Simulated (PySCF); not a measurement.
Simulated Si 2p region for Si(NH2)2, `[Si](N)N`, binding energy against the vacuum level.

Every computed line was given a Gaussian of 1.0 eV full width at half maximum and an area set by the number of equivalent atoms (split 2:1 within a doublet); the highest printed point is 100. The calculation used PySCF 2.14.0, delta-SCF UKS SCAN, pcX-2 on the ionised atom, pcseg-1 elsewhere, spin-free X2C.

```csv
binding energy (eV),intensity
105.1,0
105.2,0
105.3,1
105.4,2
105.5,4
105.6,7
105.7,11
105.8,17
105.9,25
106.0,36
106.1,48
106.2,61
106.3,74
106.4,85
106.5,93
106.6,99
106.7,100
106.8,98
106.9,93
107.0,86
107.1,78
107.2,68
107.3,59
107.4,49
107.5,39
107.6,30
107.7,23
107.8,16
107.9,11
108.0,7
108.1,4
108.2,3
108.3,1
108.4,1
108.5,0
108.6,0
```

Problem. Count the maxima, the lines and the sites behind this envelope.

Solution. The curve has 1 maximum (at 106.7 eV). Under it lie 2 lines from 1 inequivalent silicon site, drawn as a 2p3/2, 2p1/2 pair. At this width some lines have no maximum of their own.

Problem. Decompose the envelope and assign each component. Bonds: Si1–N2, Si1–N5. Hydrogens: H3, H4 on N2; H6, H7 on N5.

Solution. 
```json
{"position (eV)": "106.56", "relative area": "0.67", "line": "Si 2p3/2", "atoms": "Si1", "environment": "silicon bonded to 2 N"}
{"position (eV)": "107.19", "relative area": "0.33", "line": "Si 2p1/2", "atoms": "Si1", "environment": "silicon bonded to 2 N"}
```

Shake-up satellites, vibrational structure and lifetime widths aren't simulated. 2p3/2 and 2p1/2 are the ΔSCF energy of one spin-free 2p hole plus the eigenvalues of a spin–orbit and ligand-field matrix of the shell. 2p1/2 minus 2p3/2 (ligand field included): Si 0.63 eV. Geometry: PBE0-D3(BJ)/def2-SVP, one conformer, isolated molecule.
